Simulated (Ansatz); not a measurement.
Write a Python script for Ansatz 0.2.0, Python API that makes a relaxed scan of one distance of CH3AlS, SMILES [AlH2][CH]=S. Level of theory (for the species named): Hartree-Fock, def2-SVP basis, multiplicity 1.

```yaml
atoms:
  - { symbol: Al, position_ang: [-0.5625, -0.0031, -0.6959] }
  - { symbol: C, position_ang: [0.7375, -0.0223, 0.7181] }
  - { symbol: S, position_ang: [0.3578, -0.5125, 2.0035] }
  - { symbol: H, position_ang: [-2.0252, -0.4490, -0.4219] }
  - { symbol: H, position_ang: [-0.2172, 0.5861, -2.1718] }
  - { symbol: H, position_ang: [1.7517, 0.3368, 0.5217] }
```

`ch3als.py`
```python
"""Relaxed scan of one distance in CH3AlS."""

import ansatz as az
import numpy as np

BASIS = "def2-SVP"
XC = "hf"

geometry = (
    az.Crystal.molecule()
    .atom("Al", [-0.5625, -0.0031, -0.6959])
    .atom("C", [0.7375, -0.0223, 0.7181])
    .atom("S", [0.3578, -0.5125, 2.0035])
    .atom("H", [-2.0252, -0.449, -0.4219])
    .atom("H", [-0.2172, 0.5861, -2.1718])
    .atom("H", [1.7517, 0.3368, 0.5217])
)

model = geometry.calculation().basis(gaussian=BASIS).functional(XC)
symbols = [site.symbol for site in geometry.cartesian_sites]
pairs = [(0, 1), (0, 3), (0, 4), (1, 2), (1, 5)]
print("held (A)   E (eV)        ", "  ".join(f"{symbols[i]}{i}-{symbols[j]}{j}" for i, j in pairs))
for length in [1.43, 1.55, 1.68, 1.86, 2.1]:
    data = model.relax(constraints=[az.DistanceConstraint((0, 3), at=length)], force_tolerance=0.02, max_steps=60).run().report
    xyz = np.array(data["positions_ang"])
    print(f"{length:6.2f} {data['free_energy_ev']:14.5f}  ", "  ".join(f"{np.linalg.norm(xyz[i] - xyz[j]):.3f}" for i, j in pairs))
```

```console
$ python ch3als.py
held (A)   E (eV)         Al0-C1  Al0-H3  Al0-H4  C1-S2  C1-H5
DeckWarning: relax.constraints: the input's atoms, or those drawn, lie off the distances that are held; a relaxation that starts there is brought onto them ahead of its first SCF, by positions alone, an atom by 6.18e-2 Å at the most. With the symmetry detection on, the symmetry is detected on the input's atoms as so [...]
  1.43   -18470.60955   1.981  1.430  1.577  1.633  1.087
  1.55   -18470.79140   1.978  1.550  1.575  1.633  1.087
  1.68   -18470.48397   1.984  1.680  1.577  1.613  1.092
  1.86   -18470.37057   1.969  1.860  1.568  1.633  1.086
  2.10   -18469.69000   1.963  2.100  1.565  1.634  1.086
```
(Warnings from the package without file and line, shortened, repeats left out.)

Total energies depend on the basis set; only differences at equal settings carry meaning. The energies are electronic: no zero-point or thermal terms, and the basis set is short of its limit. Wall time of the script: 74 s on 1 thread of Arm Neoverse V2, on a shared host, peak memory 0.18 GiB.
